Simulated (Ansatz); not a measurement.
## Scan of [CH₃···H···CH₂], triplet

Starting geometry:

```xyz
8

C    -1.2005    0.0000    0.0000
H    -1.5637    1.0273    0.0000
H    -1.5637   -0.5137    0.8897
H    -1.5637   -0.5137   -0.8897
H    -0.1109    0.0000    0.0000
C     1.3135    0.0000    0.0000
H     1.7280    0.0000    0.9962
H     1.7280    0.0000   -0.9962
```

From there H5 is moved from one fragment to the other while all else, the fragments' distance too, stays fixed; atoms are numbered as listed. Energies are in kcal/mol, counted from the starting geometry at the same level.

Basis cc-pVDZ; Ansatz 0.2.0. Only valence electrons are correlated (noble-gas cores frozen). Prefix R: restricted or restricted open-shell reference; prefix U: unrestricted. Active spaces: frontier = (10e, 10o) about the gap.

Runs in a small pair space aren't shown, since their orbitals change along the scan.

Full CI isn't at hand for all of this; UCCSDT(Q) serves as the reference, and is uncertain by about the last step of the cluster series. The frozen core follows each run's orbitals, which can shift R against U totals by a few meV.

```tsv
distance C1-H5 (Å)	UCCSDT(Q)	error UMP2	error RCCSD	error RCCSD(T)	error UCCSD(T)	error CASSCF (frontier space)	error NEVPT4(SD) (frontier space)
1.090	0.0	0.0	0.0	0.0	0.0	0.0	0.0
1.137	-0.5	0.2	0.2	0.0	0.0	0.8	0.0
1.233	0.1	0.7	0.4	0.0	0.1	2.1	0.0
1.328	1.1	0.9	0.3	0.0	0.1	2.8	-0.1
1.424	3.2	0.7	0.1	0.0	0.0	6.1	0.4
```

Errors are those of relative energies. In total energy the starting point itself misses UCCSDT(Q) by: UMP2 31.9, RCCSD 5.1, RCCSD(T) 0.7, UCCSD(T) 0.7, CASSCF (frontier space) 152.8, NEVPT4(SD) (frontier space) 3.1 kcal/mol.

Spread of the error over the points with a reference, to 1.424 Å (largest less smallest): RCCSD(T) 0.0, UCCSD(T) 0.1, RCCSD 0.4, NEVPT4(SD) (frontier space) 0.5, UMP2 0.9, CASSCF (frontier space) 6.1 kcal/mol.
